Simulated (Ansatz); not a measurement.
**Multireference treatment of C₂H (charge -1), singlet**

Computed with Ansatz's Gaussian-basis code (development build). Basis cc-pVDZ, nonrelativistic, 2 orbitals frozen in the corrections. State-specific CASSCF; RHF is the lowest restricted (open-shell) Hartree–Fock solution met. No symmetry is imposed, so a solution can break that of the shape. No proof that the lowest CASSCF solution was found.

Geometry:

```xyz
3

H     0.0000    0.0000   -1.7008
C     0.0000    0.0000   -0.5334
C     0.0000    0.0000    0.8169
```

What do CASSCF and its corrections give against RHF in CAS(10,9), and what are the occupations?

CASSCF -3.831 eV, SC-NEVPT2 -7.286 eV; occupations 1.99, 1.97, 1.97, 1.93, 1.93, 0.08, 0.08, 0.04, 0.02.
